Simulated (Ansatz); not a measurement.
# SiH3Cl (chlorosilane): a chain of runs

Aim: energy and forces (singlet SiH3Cl, r2SCAN-D4/cc-pVDZ), then energy and gradient (doublet SiH3Cl+, U-r2SCAN-D4/cc-pVDZ), then energy and forces (singlet SiH3Cl, r2SCAN-D4/cc-pVTZ), then energy and gradient (doublet SiH3Cl+, U-r2SCAN-D4/cc-pVTZ), then energy and forces (singlet SiH3Cl, r2SCAN-D4/cc-pVQZ), then energy and gradient (doublet SiH3Cl+, U-r2SCAN-D4/cc-pVQZ), then energy and forces (singlet SiH3Cl, r2SCAN-D4/cc-pV5Z) of ClH3Si. 

The results are computed with Ansatz 0.2.0.

**1. The structure to begin with**

SiH3Cl has 5 atoms, charge 0, and is taken as a singlet. SMILES: `[SiH3]Cl`. The shape is that of a PBE0-D4/def2-TZVP optimisation.

Bond lengths: Si1–Cl2 2.054 Å, Si1–H3 1.481 Å, Si1–H4 1.481 Å, Si1–H5 1.481 Å. Angles: Cl2–Si1–H3 108.5°, Cl2–Si1–H4 108.5°, Cl2–Si1–H5 108.5°, H3–Si1–H4 110.4°, H3–Si1–H5 110.4°, H4–Si1–H5 110.4°.

**2. Energy and gradient at r2SCAN-D4/cc-pVDZ (run 1)**

File input.yaml:

```yaml
crystal:
  periodic: [false, false, false]
  atoms:
    - {symbol: Si, position_ang: [-0.112000, 0.018600, -0.030900]}
    - {symbol: Cl, position_ang: [1.838300, -0.513500, 0.329900]}
    - {symbol: H, position_ang: [-0.950900, -0.488300, 1.079100]}
    - {symbol: H, position_ang: [-0.534700, -0.585700, -1.314900]}
    - {symbol: H, position_ang: [-0.190800, 1.495400, -0.104700]}
basis:
  gaussian:
    orbitals: cc-pVDZ
hamiltonian:
  xc: {name: r2SCAN}
  dispersion: d4
output: {forces: true, orbitals: {seedname: orbitals}}
```

Run with:

```sh
$ ansatz run input.yaml --threads 1 --pin off --max-ram 2610MiB --events-out events.jsonl --progress --plain --runs-dir runs
```

The log of the run:

```text
Warning: RAYON_NUM_THREADS=1 ignored (pool sized by the plan → 1); use --threads N
Functional definition: r2SCAN
  name "r2SCAN"
  parameter k0 = 0.174
  parameter k1 = 0.065
  parameter a1 = 4.9479
  exchange = r2scan_x(k0 = k0, k1 = k1, a1 = a1)
  correlation = r2scan_c
505 factors; integrals over basis functions are off by at most 1.1e-3 eV
mean field evaluation 1: about -20448.1602 eV, gradient 9.7e0 eV
mean field evaluation 2: about -20448.4278 eV, gradient 5.0e0 eV
mean field evaluation 4: about -20448.4946 eV, gradient 1.9e-1 eV
mean field evaluation 8: about -20448.4886 eV, gradient 1.3e-3 eV
mean field -20448.48855696 eV, -751.4680939848 hartree, gradient 2.7e-5 eV, S^2 0.000000; 0 other end points of the search recorded, 0 dependent functions left out
the calculation of the forces begins
reference -20448.48856472 eV, -751.4680942700 hartree; 17, 17 occupied and 34, 34 virtual orbitals, 505 factors
Total energy: -20448.50484978 eV, -751.4686927350 hartree
Atom 0 at    -0.112000     0.018600    -0.030900 Å, force    -0.421831     0.114485    -0.076274 eV/Å
Atom 1 at     1.838300    -0.513500     0.329900 Å, force     0.622985    -0.169890     0.115119 eV/Å
Atom 2 at    -0.950900    -0.488300     1.079100 Å, force    -0.123120    -0.071727     0.158450 eV/Å
Atom 3 at    -0.534700    -0.585700    -1.314900 Å, force    -0.063843    -0.086438    -0.186079 eV/Å
Atom 4 at    -0.190800     1.495400    -0.104700 Å, force    -0.014191     0.213570    -0.011215 eV/Å
Dipole moment:    -0.279858     0.076375    -0.051812 e Å
```

Wall time 2.3 s (1 thread of Arm Neoverse V1, shared host); peak memory 0.094 GiB.

**3. The doublet cation: energy and gradient at U-r2SCAN-D4/cc-pVDZ (run 2)**

File job.yaml:

```yaml
crystal:
  periodic: [false, false, false]
  atoms:
    - {symbol: Si, position_ang: [-0.112000, 0.018600, -0.030900]}
    - {symbol: Cl, position_ang: [1.838300, -0.513500, 0.329900]}
    - {symbol: H, position_ang: [-0.950900, -0.488300, 1.079100]}
    - {symbol: H, position_ang: [-0.534700, -0.585700, -1.314900]}
    - {symbol: H, position_ang: [-0.190800, 1.495400, -0.104700]}
basis:
  gaussian: {orbitals: cc-pVDZ}
output: {forces: true}
hamiltonian: {xc: {name: r2SCAN}, dispersion: d4}
magnetization: {spin_polarized: true, initial_magnetization: 1}
total_charge: 1
```

Run with:

```sh
$ ansatz run job.yaml --threads 1 --pin off --max-ram 2610MiB --events-out events.jsonl --progress --plain --runs-dir runs
```

The log of the run (excerpt; [...] marks lines left out):

```text
Warning: RAYON_NUM_THREADS=1 ignored (pool sized by the plan → 1); use --threads N
[... 2 set-up lines as earlier in the session ...]
[...]
505 factors; integrals over basis functions are off by at most 1.1e-3 eV
[...]
mean field -20437.16674877 eV, -751.0520252080 hartree, gradient 2.2e-6 eV, S^2 0.757371; 6 other end points of the search recorded, 0 dependent functions left out
[...]
reference -20437.16675768 eV, -751.0520255354 hartree; 17, 16 occupied and 34, 35 virtual orbitals, 505 factors
Total energy: -20437.17870062 eV, -751.0524644305 hartree
Atom 0 at    -0.112000     0.018600    -0.030900 Å, force    -0.087183     0.936054    -1.584341 eV/Å
Atom 1 at     1.838300    -0.513500     0.329900 Å, force     0.496599    -0.248149     0.285638 eV/Å
Atom 2 at    -0.950900    -0.488300     1.079100 Å, force    -0.440902    -0.483782     0.957328 eV/Å
Atom 3 at    -0.534700    -0.585700    -1.314900 Å, force    -0.066725    -0.600894    -0.119577 eV/Å
Atom 4 at    -0.190800     1.495400    -0.104700 Å, force     0.098211     0.396771     0.460952 eV/Å
Dipole moment:    -0.515116     0.080656     0.007702 e Å
```

It took 20 s on 1 thread of Arm Neoverse V1, shared host; peak memory 0.13 GiB.

**4. Energy and gradient at r2SCAN-D4/cc-pVTZ (run 3)**

File in.yaml:

```yaml
crystal:
  periodic: [false, false, false]
  atoms:
    - {symbol: Si, position_ang: [-0.112000, 0.018600, -0.030900]}
    - {symbol: Cl, position_ang: [1.838300, -0.513500, 0.329900]}
    - {symbol: H, position_ang: [-0.950900, -0.488300, 1.079100]}
    - {symbol: H, position_ang: [-0.534700, -0.585700, -1.314900]}
    - {symbol: H, position_ang: [-0.190800, 1.495400, -0.104700]}
basis:
  gaussian: {orbitals: cc-pVTZ}
hamiltonian: {xc: r2scan, dispersion: d4}
output: {forces: true, orbitals: {seedname: orbitals}}
```

Run with:

```sh
$ ansatz run in.yaml --threads 1 --pin off --max-ram 2610MiB --events-out events.jsonl --progress --plain --runs-dir runs
```

The log of the run (excerpt; [...] marks lines left out):

```text
Warning: RAYON_NUM_THREADS=1 ignored (pool sized by the plan → 1); use --threads N
[... 2 set-up lines as earlier in the session ...]
[...]
728 factors; their error is unknown
[...]
mean field -20449.48260686 eV, -751.5046246448 hartree, gradient 5.3e-5 eV, S^2 0.000000; 0 other end points of the search recorded, 0 dependent functions left out
[...]
reference -20449.48261650 eV, -751.5046249992 hartree; 17, 17 occupied and 93, 93 virtual orbitals, 728 factors
Total energy: -20449.49890156 eV, -751.5052234642 hartree
Atom 0 at    -0.112000     0.018600    -0.030900 Å, force    -0.154691     0.041594    -0.026874 eV/Å
Atom 1 at     1.838300    -0.513500     0.329900 Å, force     0.202225    -0.055066     0.037230 eV/Å
Atom 2 at    -0.950900    -0.488300     1.079100 Å, force    -0.021177    -0.004218     0.013399 eV/Å
Atom 3 at    -0.534700    -0.585700    -1.314900 Å, force    -0.015727    -0.006359    -0.020915 eV/Å
Atom 4 at    -0.190800     1.495400    -0.104700 Å, force    -0.010629     0.024050    -0.002841 eV/Å
Dipole moment:    -0.249047     0.067968    -0.046110 e Å
```

Wall time 3.9 s (1 thread of Arm Neoverse V1, shared host); peak memory 0.12 GiB.

**5. The doublet cation: energy and gradient at U-r2SCAN-D4/cc-pVTZ (run 4)**

File molecule.yaml:

```yaml
basis:
  gaussian:
    orbitals: cc-pVTZ
crystal:
  periodic: [false, false, false]
  atoms:
    - {symbol: Si, position_ang: [-0.112000, 0.018600, -0.030900]}
    - {symbol: Cl, position_ang: [1.838300, -0.513500, 0.329900]}
    - {symbol: H, position_ang: [-0.950900, -0.488300, 1.079100]}
    - {symbol: H, position_ang: [-0.534700, -0.585700, -1.314900]}
    - {symbol: H, position_ang: [-0.190800, 1.495400, -0.104700]}
total_charge: 1
output: {forces: true}
magnetization:
  spin_polarized: true
  initial_magnetization: 1
hamiltonian:
  xc: r2scan
  dispersion: d4
```

Run with:

```sh
$ ansatz run molecule.yaml --threads 1 --pin off --max-ram 2610MiB --events-out events.jsonl --progress --plain --runs-dir runs
```

The log of the run (excerpt; [...] marks lines left out):

```text
Warning: RAYON_NUM_THREADS=1 ignored (pool sized by the plan → 1); use --threads N
[... 2 set-up lines as earlier in the session ...]
[...]
728 factors; their error is unknown
[...]
mean field -20438.15884900 eV, -751.0884842190 hartree, gradient 4.9e-6 eV, S^2 0.758703; 3 other end points of the search recorded, 0 dependent functions left out
[...]
reference -20438.15886018 eV, -751.0884846299 hartree; 17, 16 occupied and 93, 94 virtual orbitals, 728 factors
Total energy: -20438.17080312 eV, -751.0889235250 hartree
Atom 0 at    -0.112000     0.018600    -0.030900 Å, force     0.094070     0.882493    -1.543884 eV/Å
Atom 1 at     1.838300    -0.513500     0.329900 Å, force     0.157846    -0.159414     0.229327 eV/Å
Atom 2 at    -0.950900    -0.488300     1.079100 Å, force    -0.334450    -0.427120     0.829669 eV/Å
Atom 3 at    -0.534700    -0.585700    -1.314900 Å, force    -0.017974    -0.506274     0.033917 eV/Å
Atom 4 at    -0.190800     1.495400    -0.104700 Å, force     0.100508     0.210315     0.450971 eV/Å
Dipole moment:    -0.467355     0.069726     0.012933 e Å
```

Run time: 37 s. Hardware: 1 thread of Arm Neoverse V1, shared host; peak memory 0.25 GiB.

**6. Energy and forces at r2SCAN-D4/cc-pVQZ (run 5)**

Edit in.yaml of step 4 so:

```diff
@@ -9,3 +9,5 @@
 basis:
-  gaussian: {orbitals: cc-pVTZ}
+  gaussian: {orbitals: cc-pVQZ}
+total_charge: 0
+magnetization: {spin_polarized: false, initial_magnetization: 0}
 hamiltonian: {xc: r2scan, dispersion: d4}
```

Run with:

```sh
$ ansatz run in.yaml --threads 1 --pin off --max-ram 2610MiB --events-out events.jsonl --progress --plain --runs-dir runs
```

The log of the run (excerpt; [...] marks lines left out):

```text
Warning: RAYON_NUM_THREADS=1 ignored (pool sized by the plan → 1); use --threads N
[... 2 set-up lines as earlier in the session ...]
[...]
776 factors; their error is unknown
[...]
mean field -20449.76447383 eV, -751.5149830651 hartree, gradient 9.2e-6 eV, S^2 0.000000; 0 other end points of the search recorded, 0 dependent functions left out
[...]
reference -20449.76448583 eV, -751.5149835061 hartree; 17, 17 occupied and 191, 191 virtual orbitals, 776 factors
Total energy: -20449.78077090 eV, -751.5155819711 hartree
Atom 0 at    -0.112000     0.018600    -0.030900 Å, force    -0.098923     0.026405    -0.016611 eV/Å
Atom 1 at     1.838300    -0.513500     0.329900 Å, force     0.089578    -0.024349     0.016420 eV/Å
Atom 2 at    -0.950900    -0.488300     1.079100 Å, force     0.012853     0.014728    -0.028849 eV/Å
Atom 3 at    -0.534700    -0.585700    -1.314900 Å, force     0.002302     0.016367     0.028724 eV/Å
Atom 4 at    -0.190800     1.495400    -0.104700 Å, force    -0.005809    -0.033150     0.000316 eV/Å
Dipole moment:    -0.246278     0.067213    -0.045598 e Å
```

Run time: 7.2 s. Hardware: 1 thread of Arm Neoverse V1, shared host; peak memory 0.22 GiB.

**7. The doublet cation: energy and gradient at U-r2SCAN-D4/cc-pVQZ (run 6)**

File run.yaml:

```yaml
crystal:
  periodic: [false, false, false]
  atoms:
    - symbol: Si
      position_ang: [-0.112000, 0.018600, -0.030900]
    - symbol: Cl
      position_ang: [1.838300, -0.513500, 0.329900]
    - symbol: H
      position_ang: [-0.950900, -0.488300, 1.079100]
    - symbol: H
      position_ang: [-0.534700, -0.585700, -1.314900]
    - symbol: H
      position_ang: [-0.190800, 1.495400, -0.104700]
basis:
  gaussian:
    orbitals: cc-pVQZ
total_charge: 1
magnetization:
  spin_polarized: true
  initial_magnetization: 1
hamiltonian:
  xc: r2scan
  dispersion: d4
output: {forces: true}
```

Run with:

```sh
$ ansatz run run.yaml --threads 1 --pin off --max-ram 2610MiB --events-out events.jsonl --progress --plain --runs-dir runs
```

The log of the run (excerpt; [...] marks lines left out):

```text
Warning: RAYON_NUM_THREADS=1 ignored (pool sized by the plan → 1); use --threads N
[... 2 set-up lines as earlier in the session ...]
[...]
776 factors; their error is unknown
[...]
mean field -20438.44546511 eV, -751.0990171670 hartree, gradient 2.9e-6 eV, S^2 0.758989; 6 other end points of the search recorded, 0 dependent functions left out
[...]
reference -20438.44547936 eV, -751.0990176905 hartree; 17, 16 occupied and 191, 192 virtual orbitals, 776 factors
Total energy: -20438.45742230 eV, -751.0994565856 hartree
Atom 0 at    -0.112000     0.018600    -0.030900 Å, force     0.150938     0.868857    -1.536613 eV/Å
Atom 1 at     1.838300    -0.513500     0.329900 Å, force     0.057040    -0.132950     0.212467 eV/Å
Atom 2 at    -0.950900    -0.488300     1.079100 Å, force    -0.305889    -0.411886     0.795361 eV/Å
Atom 3 at    -0.534700    -0.585700    -1.314900 Å, force    -0.004017    -0.482377     0.077923 eV/Å
Atom 4 at    -0.190800     1.495400    -0.104700 Å, force     0.101929     0.158355     0.450862 eV/Å
Dipole moment:    -0.458787     0.067731     0.013929 e Å
```

It took 93 s on 1 thread of Arm Neoverse V1, shared host; peak memory 0.53 GiB.

**8. Energy and forces at r2SCAN-D4/cc-pV5Z (run 7)**

Edit input.yaml of step 2 so:

```diff
@@ -9,7 +9,4 @@
 basis:
-  gaussian:
-    orbitals: cc-pVDZ
-hamiltonian:
-  xc: {name: r2SCAN}
-  dispersion: d4
+  gaussian: {orbitals: cc-pV5Z}
+hamiltonian: {xc: r2scan, dispersion: d4}
 output: {forces: true, orbitals: {seedname: orbitals}}
```

Run with:

```sh
$ ansatz run input.yaml --threads 1 --pin off --max-ram 2610MiB --events-out events.jsonl --progress --plain --runs-dir runs
```

The log of the run (excerpt; [...] marks lines left out):

```text
Warning: RAYON_NUM_THREADS=1 ignored (pool sized by the plan → 1); use --threads N
[... 2 set-up lines as earlier in the session ...]
[...]
960 factors; their error is unknown
[...]
mean field -20449.93068037 eV, -751.5210910427 hartree, gradient 1.9e-5 eV, S^2 0.000000; 0 other end points of the search recorded, 0 dependent functions left out
[...]
reference -20449.93069421 eV, -751.5210915512 hartree; 17, 17 occupied and 338, 338 virtual orbitals, 960 factors
Total energy: -20449.94697927 eV, -751.5216900162 hartree
Atom 0 at    -0.112000     0.018600    -0.030900 Å, force    -0.042467     0.010993    -0.006157 eV/Å
Atom 1 at     1.838300    -0.513500     0.329900 Å, force     0.025539    -0.006874     0.004567 eV/Å
Atom 2 at    -0.950900    -0.488300     1.079100 Å, force     0.019306     0.020346    -0.040344 eV/Å
Atom 3 at    -0.534700    -0.585700    -1.314900 Å, force     0.004591     0.022962     0.041242 eV/Å
Atom 4 at    -0.190800     1.495400    -0.104700 Å, force    -0.006969    -0.047428     0.000693 eV/Å
Dipole moment:    -0.244409     0.066703    -0.045253 e Å
```

It took 14 s on 1 thread of Arm Neoverse V1, shared host; peak memory 0.5 GiB.

**9. Outcome**

| quantity | value |
| --- | --- |
| run 1, r2SCAN-D4/cc-pVDZ: total energy | -751.46869 Eh |
| run 1, r2SCAN-D4/cc-pVDZ: dipole moment | 1.42 D |
| run 1, r2SCAN-D4/cc-pVDZ: HOMO energy | -7.91 eV |
| run 1, r2SCAN-D4/cc-pVDZ: LUMO energy | -0.36 eV |
| run 1, r2SCAN-D4/cc-pVDZ: HOMO–LUMO gap | 7.55 eV |
| run 1, r2SCAN-D4/cc-pVDZ: dispersion energy | -1.57 kJ/mol |
| run 1, r2SCAN-D4/cc-pVDZ: largest force on an atom | 0.656 eV/Å |
| doublet cation, run 2: total energy | -751.05246 Eh |
| doublet cation, run 2: dispersion energy | -1.15 kJ/mol |
| doublet cation, run 2: ⟨S²⟩ | 0.757 |
| doublet cation, run 2: largest force on an atom | 1.842 eV/Å |
| run 3, r2SCAN-D4/cc-pVTZ: total energy | -751.50522 Eh |
| run 3, r2SCAN-D4/cc-pVTZ: dipole moment | 1.26 D |
| run 3, r2SCAN-D4/cc-pVTZ: HOMO energy | -8.01 eV |
| run 3, r2SCAN-D4/cc-pVTZ: LUMO energy | -0.51 eV |
| run 3, r2SCAN-D4/cc-pVTZ: HOMO–LUMO gap | 7.50 eV |
| run 3, r2SCAN-D4/cc-pVTZ: dispersion energy | -1.57 kJ/mol |
| run 3, r2SCAN-D4/cc-pVTZ: largest force on an atom | 0.213 eV/Å |
| doublet cation, run 4: total energy | -751.08892 Eh |
| doublet cation, run 4: dispersion energy | -1.15 kJ/mol |
| doublet cation, run 4: ⟨S²⟩ | 0.759 |
| doublet cation, run 4: largest force on an atom | 1.781 eV/Å |
| run 5, r2SCAN-D4/cc-pVQZ: total energy | -751.51558 Eh |
| run 5, r2SCAN-D4/cc-pVQZ: dipole moment | 1.25 D |
| run 5, r2SCAN-D4/cc-pVQZ: HOMO energy | -8.02 eV |
| run 5, r2SCAN-D4/cc-pVQZ: LUMO energy | -0.61 eV |
| vertical ionisation energy (to the doublet cation), r2SCAN-D4/cc-pVDZ | 11.326 eV |
| vertical ionisation energy (to the doublet cation), r2SCAN-D4/cc-pVTZ | 11.328 eV |
| vertical ionisation energy (to the doublet cation), r2SCAN-D4/cc-pVQZ | 11.323 eV |

In words: At r2SCAN-D4/cc-pVDZ: the vertical ionisation energy comes to 11.33 eV (1093 kJ/mol). The largest force (run 1, r2SCAN-D4/cc-pVDZ) is 0.66 eV/Å: the shape isn't a stationary point for this species at this level. The negative HOMO energy of the first species, 7.91 eV, lies 3.41 eV below that difference. At r2SCAN-D4/cc-pVTZ: the vertical ionisation energy comes to 11.33 eV (1093 kJ/mol). −ε(HOMO) before ionisation, 8.01 eV, is 3.32 eV below this ionisation energy. At r2SCAN-D4/cc-pVQZ: the vertical ionisation energy comes to 11.32 eV (1093 kJ/mol).
